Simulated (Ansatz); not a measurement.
Two shapes of doublet SiH₃.

Shape 1:

```xyz
4

Si   -0.0207   -0.0409    0.0595
H     1.4529   -0.0411   -0.3698
H    -0.7381    1.2618   -0.3387
H    -0.6996   -1.2138   -0.4150
```

Shape 2:

```xyz
4

Si   -0.0100   -0.0008    0.0791
H     1.4176    0.0053   -0.3659
H    -0.7138    1.2317   -0.3806
H    -0.7144   -1.2348   -0.3806
```

Basis set: STO-3G (spherical functions). Frozen core: 5 orbitals. Charge 0, multiplicity 2.

Computed with Ansatz (development build ahead of 0.2.0); each method stands on the lowest determinant of its kind that the runs found.

(1) Which shape is lower in energy, and by how much in each method?

## Answers

(1)

```tsv
method	E(2) − E(1) (eV)
UHF	-0.159
UHF-MP2	-0.142
```

Shape 2 is lower.
